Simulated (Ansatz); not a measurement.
**HO− with CH₂O: structure and interaction energy**

Aim: relax the pair, then compute its interaction energy with counterpoise at many levels, up to CCSD(T).

The runs use Ansatz 0.2.0, Gaussian basis; PBE0-D4 structure, single points in def2-TZVPPD.

Levels: PBE-D4, revPBE-D4, BLYP-D4, r2SCAN-D4, B97M-V, PBE0-D4, B3LYP-D4, HSE06-D4, wB97X-V, wB97M-V, B2PLYP, Hartree-Fock, MP2, CCSD, CCSD(T). The reference is CCSD(T) extrapolated to the basis limit.

Cores are frozen in the correlated methods. B3LYP uses VWN-RPA correlation. B2PLYP carries no dispersion term here.

176 further runs of the same task are left out: 176 set aside as unsound or not needed.

## (1) Where the work starts

The pair, from a GFN2-xTB docking trial: 6 atoms, charge -1, spin multiplicity 1.

Atoms are counted from 1 here; the program's logs count them from 0.

Bond lengths: O1–H2 0.964 Å, O1–C3 1.501 Å, C3–O4 1.274 Å, C3–H5 1.147 Å, C3–H6 1.151 Å. Angles: H2–O1–C3 101.4°, O1–C3–O4 114.0°, O1–C3–H5 101.7°, O1–C3–H6 102.3°, O4–C3–H5 116.4°, O4–C3–H6 115.9°, H5–C3–H6 104.6°.

As a file:

| atom | x (Å) | y (Å) | z (Å) |
| --- | --- | --- | --- |
| O1 | -0.4101 | -0.1271 | -1.0592 |
| H2 | 0.4210 | 0.0970 | -1.4942 |
| C3 | -0.0283 | -0.0082 | 0.3880 |
| O4 | 1.2175 | 0.1778 | 0.5822 |
| H5 | -0.4744 | -0.9695 | 0.8267 |
| H6 | -0.7258 | 0.8301 | 0.7566 |

Atoms 1 to 2 are fragment A (HO−), the rest fragment B (CH₂O).

## (2) A first relaxation in a small basis

File pre/in.yaml:

```yaml
crystal:
  periodic: [false, false, false]
  atoms:
    - {symbol: O, position_ang: [-0.410100, -0.127100, -1.059200]}
    - {symbol: H, position_ang: [0.421000, 0.097000, -1.494200]}
    - {symbol: C, position_ang: [-0.028300, -0.008200, 0.388000]}
    - {symbol: O, position_ang: [1.217500, 0.177800, 0.582200]}
    - {symbol: H, position_ang: [-0.474400, -0.969500, 0.826700]}
    - {symbol: H, position_ang: [-0.725800, 0.830100, 0.756600]}
basis:
  gaussian: {orbitals: def2-SVPD}
total_charge: -1
hamiltonian: {xc: pbe, dispersion: d4}
relax: {f_tol: 0.03, max_steps: 250}
```

Run with:

```bash
> ansatz run in.yaml --threads 2 --pin off --events-out ev --progress --plain --max-ram 5222MiB
```

Further steps of the session: Relaxation at PBE0-D4; PBE-D4/def2-TZVPPD; r2SCAN-D4/def2-TZVPPD; PBE0-D4/def2-TZVPPD; B3LYP-D4/def2-TZVPPD; wB97X-V/def2-TZVPPD; wB97M-V/def2-TZVPPD; B2PLYP/def2-TZVPPD; BLYP-D4/def2-TZVPPD; revPBE-D4/def2-TZVPPD; B97M-V/def2-TZVPPD; HSE06-D4/def2-TZVPPD; CCSD(T)/def2-TZVPPD; MP2/def2-QZVPPD; Hartree-Fock/STO-3G; PBE-D4/STO-3G; B3LYP-D4/6-31G; SPW92/def2-SVP; PBE-D4/def2-SVP; PBE0-D4/def2-SVP; wB97M-V/def2-SVP; CCSD(T)/def2-SVP; Vibrations of the pair.

Q: Predict the outcome of this session. Wanted: interaction energy, CCSD(T)/CBS; of it Hartree-Fock; D4 term of PBE0-D4; shortest contact; lowest wavenumber.

As calculated:

| quantity | value |
| --- | --- |
| interaction energy, CCSD(T)/CBS | -59.77 kcal/mol |
| of it Hartree-Fock (basis limit) | -68.18 kcal/mol |
| D4 term of PBE0-D4 | -0.85 kcal/mol |
| shortest contact | O1–C3 1.50 Å |
| lowest wavenumber | 275 cm⁻¹ |

The pair is bound by 59.77 kcal/mol at fixed fragment shapes. Hartree-Fock gives 114 % of it, so electrostatics, induction and charge transfer lead. Among the functionals revPBE-D4 lands nearest to CCSD(T)/CBS (+0.51 kcal/mol) and HSE06-D4 farthest (-8.75 kcal/mol). Mean unsigned error by rung: GGA 2.40, meta-GGA 5.98, hybrid 5.38, screened hybrid 8.75, range-separated hybrid 5.07, double hybrid 1.53 kcal/mol. PBE-D4 gives an interaction energy 1.95 kcal/mol too low, an error of 3 % of the reference. CCSD(T) moves by -3.61 kcal/mol from triple zeta to the limit; gaps between functionals far smaller than that don't rank them. A lower arrangement may exist. The T1 diagnostic is large here, over the usual mark for main-group molecules (transition-metal compounds often pass it harmlessly), so CCSD(T) itself may be off. The restricted Hartree–Fock reference is unstable towards an unrestricted one at one or more of these structures.
